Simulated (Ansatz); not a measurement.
hydrogen isocyanide (SMILES [C-]#[NH+]) moved off its minimum; all values from Ansatz (a first-principles code), cores frozen in correlated methods.
(charge 0, multiplicity 1)
```xyz
3

C     -0.0389     0.0478    -0.6840
N     -0.0060    -0.0277     0.3617
H      0.1145     0.1105     1.5016
```

Forces at HF/def2-TZVPP (eV/Å):

```tsv
atom	Fx	Fy	Fz
C1	-0.630	1.036	-17.368
N2	1.314	-0.139	23.120
H3	-0.684	-0.897	-5.752
```

### Question
Give the forces (eV/Å), the total energy and the dipole at CCSD(T)/aug-cc-pVTZ.

### Answer

```tsv
atom	Fx	Fy	Fz
C1	-0.723	1.289	-20.576
N2	1.307	-0.518	25.447
H3	-0.584	-0.771	-4.871
```
Energy -93.1982 hartree, dipole 3.81 D.
